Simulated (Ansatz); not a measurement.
Density of states of ZrSiRu (P-62m, a = 6.675 Å, b = 6.675 Å, c = 3.701 Å, α = 90.00°, β = 90.00°, γ = 120.00°), in states per eV and primitive cell, averaged over bins of 0.5 eV. Method: Ansatz, DFT r2SCAN, scalar-relativistic, plane waves, PAW.

Cutoff 500 eV; k points 6×6×10 on the computed 9-atom cell (Γ-centred); Gaussian smearing, width 0.10 eV; no spin polarisation.

The cell is relaxed at this level. The states (both spins) are summed by tetrahedra on a 9×9×15 mesh at the self-consistent density. Energies are bin centres; the table starts no lower than −8 eV and ends at 6 eV, or lower where the solved bands end.

It is a metal at this level.

| E − E_F (eV) | total | Ru 4d | Zr 4d | Si 3p | Si 3s |
| --- | --- | --- | --- | --- | --- |
| -6.00 | 1.97 | 0.54 | 0.27 | 0.73 | 0.03 |
| -5.50 | 4.32 | 1.22 | 0.66 | 1.54 | 0.08 |
| -5.00 | 5.42 | 1.88 | 0.74 | 1.88 | 0.08 |
| -4.50 | 5.53 | 2.62 | 0.71 | 1.66 | 0.03 |
| -4.00 | 7.53 | 3.79 | 1.24 | 2.00 | 0.05 |
| -3.50 | 9.43 | 4.85 | 1.57 | 2.53 | 0.05 |
| -3.00 | 7.78 | 4.26 | 1.64 | 1.40 | 0.05 |
| -2.50 | 10.96 | 6.06 | 2.77 | 1.30 | 0.13 |
| -2.00 | 10.16 | 6.09 | 2.20 | 1.19 | 0.10 |
| -1.50 | 9.09 | 5.40 | 2.03 | 1.08 | 0.10 |
| -1.00 | 6.99 | 3.77 | 1.83 | 0.94 | 0.09 |
| -0.50 | 3.08 | 1.83 | 0.67 | 0.35 | 0.05 |
| 0.00 | 3.99 | 1.64 | 1.45 | 0.59 | 0.06 |
| 0.50 | 5.86 | 2.26 | 2.69 | 0.53 | 0.06 |
| 1.00 | 5.30 | 2.18 | 2.46 | 0.34 | 0.05 |
| 1.50 | 5.72 | 1.65 | 3.45 | 0.25 | 0.07 |
| 2.00 | 7.06 | 2.04 | 4.21 | 0.45 | 0.04 |
| 2.50 | 4.83 | 1.11 | 2.99 | 0.41 | 0.05 |
| 3.00 | 6.06 | 0.94 | 4.14 | 0.49 | 0.12 |
| 3.50 | 4.69 | 0.44 | 3.01 | 0.73 | 0.13 |
| 4.00 | 6.66 | 0.45 | 4.67 | 0.91 | 0.18 |
| 4.50 | 2.38 | 0.23 | 1.33 | 0.39 | 0.22 |
| 5.00 | 5.73 | 0.61 | 2.21 | 1.36 | 0.67 |
| 5.50 | 5.13 | 0.49 | 1.67 | 1.30 | 0.61 |

The columns after the total are the main Löwdin projections on the occupied valence shells of the potentials; 6 others are left out. The rest of the total lies in those, in shells that are empty in the free atom, which aren't projected, and between the atoms.